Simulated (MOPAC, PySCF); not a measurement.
Ligands exchanged one at a time, Al Cl-NH2. Gas-phase values, no solvent. Strings in code marks are SMILES.

Quantity: redistribution energy (mixed species minus the weighted end members), in kcal/mol. Semi-empirical values (MOPAC) are differences of heats of formation.

Level 1: B3LYP/3-21G // PBE-D3(BJ)/def2-TZVP (PySCF)
Level 2: B3LYP/6-311+G** // PBE-D3(BJ)/def2-TZVP (PySCF)
Level 3: PBE/6-31G* // PBE-D3(BJ)/def2-TZVP (PySCF)
Level 4: PM3 // PBE-D3(BJ)/def2-TZVP (MOPAC)

```tsv
species	level 1	level 2	level 3	level 4
1 of 3 Cl replaced by NH2: `[NH2][Al]([Cl])[Cl]`	-8.57	-3.83	-4.86	-7.29
2 of 3 Cl replaced by NH2: `[NH2][Al]([NH2])[Cl]`	-8.00	-3.83	-4.72	-6.99
```
